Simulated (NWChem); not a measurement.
# One shape, several levels: CH6Si2 (SMILES [SiH3][C][SiH3])

Wanted: a comparison of 4 runs (UHF/STO-3G, UHF/3-21G, UB3LYP/6-31G*) of CH6Si2. 

The results are computed with NWChem 7.3.0.

### Step 1. The structure to begin with

The species is CH6Si2 (9 atoms), meant as a triplet with charge 0. As SMILES, `[SiH3][C][SiH3]`. Geometry: relaxed at GFN2-xTB.

Bond lengths: Si1–C2 1.826 Å, C2–Si3 1.827 Å, Si1–H4 1.470 Å, Si1–H5 1.468 Å, Si1–H6 1.469 Å, Si3–H7 1.469 Å, Si3–H8 1.469 Å, Si3–H9 1.468 Å. Some angles: Si1–C2–Si3 179.4°, C2–Si1–H4 109.7°, C2–Si1–H5 109.8°, C2–Si1–H6 109.8°, C2–Si3–H7 109.7°, C2–Si3–H8 109.7°, C2–Si3–H9 109.6°, H4–Si1–H5 109.2°, H4–Si1–H6 109.2°, H5–Si1–H6 109.2°.

### Step 2. Energy and gradient at UHF/STO-3G (run 1)

nw.nw

```
start nw
title "CH6Si2 hf"
memory 2200 mb

geometry noautosym nocenter noautoz
 Si    -0.871400     1.227650    -1.033070
 C     -0.005490     0.001600     0.007520
 Si     0.871940    -1.228000     1.034500
 H     -1.921800     0.559260    -1.814420
 H      0.082750     1.863300    -1.950070
 H     -1.482750     2.257860    -0.183080
 H      2.293390    -1.256930     0.666860
 H      0.288890    -2.558690     0.819870
 H      0.744470    -0.866040     2.451880
end

basis spherical bse
 Si library STO-3G
 C library STO-3G
 H library STO-3G
end

scf
 triplet
 uhf
 thresh 1e-08
 maxiter 80
end

task scf gradient
```

Run with:

```sh
$ nwchem nw.nw > nw.out
```

The program printed:

```text
[...]
  functions       =    29
[...]
  wavefunction    = UHF
[...]
         Total SCF energy =   -612.020422573610
      One electron energy =  -1103.499779846079
      Two electron energy =    364.657654443570
 Nuclear repulsion energy =    126.821702828898
                       Sz =      1.0000
                 Sz(Sz+1) =      2.0000
                      S^2 =      2.0495
[...]
                         UHF ENERGY GRADIENTS
    atom               coordinates                        gradient
                 x          y          z           x          y          z
   1 Si     -1.646707   2.319922  -1.952219    0.008533  -0.010809   0.009703
   2 C      -0.010375   0.003024   0.014211    0.000027  -0.000049  -0.000103
   3 Si      1.647728  -2.320584   1.954922   -0.007676   0.010856  -0.009038
   4 H      -3.631675   1.056848  -3.428757   -0.016877  -0.012661  -0.012117
   5 H       0.156375   3.521126  -3.685098    0.016497   0.009179  -0.013907
   6 H      -2.801991   4.266737  -0.345971   -0.009259   0.015911   0.015138
   7 H       4.333879  -2.375253   1.260183    0.022521   0.000858  -0.007225
   8 H       0.545923  -4.835223   1.549330   -0.010615  -0.020677  -0.004674
   9 H       1.406844  -1.636578   4.633381   -0.003151   0.007391   0.022223
[...]
```

It took 1.9 s on 1 thread of Intel Xeon 6975P-C (Granite Rapids), shared host; peak memory 0.094 GiB.

### Step 3. Energy and gradient at UHF/3-21G (run 2)

a.nw

```
START a
TITLE "CH6Si2"
memory 2200 mb

GEOMETRY units angstrom noautosym nocenter noautoz
 Si    -0.871400     1.227650    -1.033070
 C     -0.005490     0.001600     0.007520
 Si     0.871940    -1.228000     1.034500
 H     -1.921800     0.559260    -1.814420
 H      0.082750     1.863300    -1.950070
 H     -1.482750     2.257860    -0.183080
 H      2.293390    -1.256930     0.666860
 H      0.288890    -2.558690     0.819870
 H      0.744470    -0.866040     2.451880
END

BASIS spherical bse
 * library 3-21G
END

SCF
 nopen 2
 uhf
 thresh 1e-08
 maxiter 80
 print low
END

TASK scf gradient
```

Run with:

```sh
$ nwchem a.nw > a.out
```

The program printed:

```text
[...]
  functions       =    47
[...]
  wavefunction    = UHF
[...]
         Total SCF energy =   -615.833665068161
      One electron energy =  -1104.524985630366
      Two electron energy =    361.869617733307
 Nuclear repulsion energy =    126.821702828898
                       Sz =      1.0000
                 Sz(Sz+1) =      2.0000
                      S^2 =      2.0324
[...]
                         UHF ENERGY GRADIENTS
    atom               coordinates                        gradient
                 x          y          z           x          y          z
   1 Si     -1.646707   2.319922  -1.952219    0.005498  -0.006726   0.005953
   2 C      -0.010375   0.003024   0.014211    0.000004  -0.000045  -0.000048
   3 Si      1.647728  -2.320584   1.954922   -0.004709   0.006765  -0.005734
   4 H      -3.631675   1.056848  -3.428757    0.005663   0.002038   0.004567
   5 H       0.156375   3.521126  -3.685098   -0.004209  -0.004263   0.005621
   6 H      -2.801991   4.266737  -0.345971    0.003764  -0.006081  -0.003355
   7 H       4.333879  -2.375253   1.260183   -0.007914   0.001223   0.000924
   8 H       0.545923  -4.835223   1.549330    0.002123   0.007744   0.000163
   9 H       1.406844  -1.636578   4.633381   -0.000220  -0.000656  -0.008091
 Task  times  cpu:        1.6s     wall:        1.6s
[...]
```

Run time: 2.1 s. Hardware: 1 thread of Intel Xeon 6975P-C (Granite Rapids), shared host; peak memory 0.096 GiB.

Run 3 isn't shown in full; the table further down has it.

### Step 4. Energy and forces at UB3LYP/6-31G(d) (Cartesian functions) (run 4)

run.py

```python
from ase import Atoms
from ase.calculators.nwchem import NWChem

atoms = Atoms(['Si', 'C', 'Si', 'H', 'H', 'H', 'H', 'H', 'H'], positions=[
    [-0.871400, 1.227650, -1.033070],
    [-0.005490, 0.001600, 0.007520],
    [0.871940, -1.228000, 1.034500],
    [-1.921800, 0.559260, -1.814420],
    [0.082750, 1.863300, -1.950070],
    [-1.482750, 2.257860, -0.183080],
    [2.293390, -1.256930, 0.666860],
    [0.288890, -2.558690, 0.819870],
    [0.744470, -0.866040, 2.451880],
])

calc = NWChem(
    label='job',
    theory='dft',
    memory='2200 mb',
    basis='6-31G*',
    dft={'xc': 'b3lyp', 'mult': '3', 'grid': 'xfine', 'convergence': 'energy 1e-08', 'iterations': '100', 'mulliken': None},
)
atoms.calc = calc

forces = atoms.get_forces()
print("Total energy (eV):", round(atoms.get_potential_energy(), 6))
print("forces (eV/A):")
for s, f in zip(atoms.symbols, forces):
    print(f"{s:2s} {f[0]:10.5f} {f[1]:10.5f} {f[2]:10.5f}")
```

Run with:

```sh
$ export ASE_NWCHEM_COMMAND="nwchem PREFIX.nwi > PREFIX.nwo"
$ python run.py
```

The program printed:

```text
Total energy (eV): -16886.797471
forces (eV/A):
Si    0.24816   -0.40500    0.33152
C     0.00648    0.00046   -0.00658
Si   -0.29362    0.40330   -0.33306
H    -0.29768   -0.10994   -0.23916
H     0.22245    0.22307   -0.29388
H    -0.19705    0.31918    0.17787
H     0.41549   -0.06237   -0.05050
H    -0.11354   -0.40587   -0.01013
H     0.00931    0.03718    0.42403
```

The calculator wrote job.nwi:

```
title "job"

permanent_dir job

scratch_dir job

start job

geometry units angstrom nocenter noautosym noautoz
  Si -8.7139999999999995e-01 1.2276499999999999e+00 -1.0330699999999999e+00
  C  -5.4900000000000001e-03 1.6000000000000001e-03 7.5199999999999998e-03
  Si 8.7194000000000005e-01 -1.2280000000000000e+00 1.0345000000000000e+00
  H  -1.9218000000000000e+00 5.5925999999999998e-01 -1.8144199999999999e+00
  H  8.2750000000000004e-02 1.8633000000000000e+00 -1.9500700000000000e+00
  H  -1.4827500000000000e+00 2.2578600000000000e+00 -1.8307999999999999e-01
  H  2.2933900000000000e+00 -1.2569300000000001e+00 6.6686000000000001e-01
  H  2.8888999999999998e-01 -2.5586899999999999e+00 8.1986999999999999e-01
  H  7.4446999999999997e-01 -8.6604000000000003e-01 2.4518800000000001e+00
end

memory 2200 mb

basis noprint
   * library 6-31G*
end

dft
  xc b3lyp
  mult 3
  grid xfine
  convergence energy 1e-08
  iterations 100
  mulliken
end

task dft gradient
```

job.nwo, shortened:

```text
[...]
      One electron energy =    -1109.142090913867
[... 2 lines left out ...]
 Nuclear repulsion energy =      126.821702828898
[... 1052 lines left out ...]
          Convergence on energy requested:  1.00D-08
[... 24 lines left out ...]
          Spatial weights used:  Erf1
[...]
  wavefunction    = open shell
                         DFT ENERGY GRADIENTS
    atom               coordinates                        gradient
                 x          y          z           x          y          z
   1 Si     -1.646707   2.319922  -1.952219   -0.004826   0.007876  -0.006447
   2 C      -0.010375   0.003024   0.014211   -0.000126  -0.000009   0.000128
   3 Si      1.647728  -2.320584   1.954922    0.005710  -0.007843   0.006477
[... 5 lines of this table left out ...]
   9 H       1.406844  -1.636578   4.633381   -0.000181  -0.000723  -0.008246
[...]
```

It took 31 s on 1 thread of Intel Xeon 6975P-C (Granite Rapids), shared host; peak memory 0.14 GiB.

### Step 5. Overview of the runs

```tsv
run	level	iteration cap	module	energy (Eh)	dipole moment (D)	HOMO energy (eV)	LUMO energy (eV)	wall time
1	UHF/STO-3G	80	scf	-612.020423	0.01	-8.17	9.15	1.9 s
2	UHF/3-21G	80	scf	-615.833665	–	–	–	2.1 s
3	UB3LYP/6-31G* (spherical functions)	100	dft	-620.574095	0.01	-6.65	-2.62	30 s
4	UB3LYP/6-31G* (Cartesian functions)	100	dft	-620.578366	0.01	-6.65	-2.61	31 s
```

### Step 6. What came out

| quantity | value |
| --- | --- |
| run 4: total energy | -620.57837 Eh |
| run 4: dipole moment | 0.01 D |
| run 4: HOMO energy (highest over α and β) | -6.65 eV |
| run 4: LUMO energy (lowest over α and β) | -2.61 eV |
| run 4: ⟨S²⟩ | 2.009 |
| run 4: largest force on an atom | 0.600 eV/Å |

In words: In run 1 the basis is minimal, so the values are rough. All runs together took 65 s, the longest 31 s.
